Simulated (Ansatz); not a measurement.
`CC#CC#CC`, relaxed with RKS PBE-D4/def2-SVP in Ansatz 0.2.0 from a rough embedded geometry. The force threshold is 0.03 eV/Å; the program also tests the step.

Charge 0, multiplicity 1.

Start:

```xyz
12

C    -0.168    2.854   -1.706
C    -0.098    1.618   -0.964
C    -0.039    0.584   -0.345
C     0.031   -0.581    0.351
C     0.094   -1.616    0.967
C     0.170   -2.854    1.705
H    -0.674    2.691   -2.658
H     0.837    3.230   -1.901
H    -0.720    3.603   -1.137
H    -0.628   -3.527    1.389
H     0.066   -2.661    2.773
H     1.130   -3.339    1.526
```

**Question.** How much energy does the relaxation release, and in how many steps? (Best estimate.)

**Answer.** The calculation gave: 3.04 kcal/mol, in 4 steps, 1 of them rejected.

**Question.** Which bonds change most? (An estimate is asked.)

**Answer.** Computed: C4–C5 from 1.206 to 1.234 Å; C2–C3 from 1.206 to 1.234 Å; C6–H11 from 1.091 to 1.111 Å; C1–H9 from 1.091 to 1.111 Å.

**Question.** Give the relaxed structure. (Estimate.)

**Answer.** Computed: 
```xyz
12

C    -0.170    2.889   -1.726
C    -0.099    1.644   -0.981
C    -0.037    0.587   -0.349
C     0.033   -0.586    0.352
C     0.096   -1.643    0.983
C     0.171   -2.889    1.726
H    -0.683    2.749   -2.702
H     0.842    3.294   -1.938
H    -0.730    3.667   -1.165
H    -0.633   -3.592    1.422
H     0.068   -2.717    2.819
H     1.142   -3.403    1.560
```
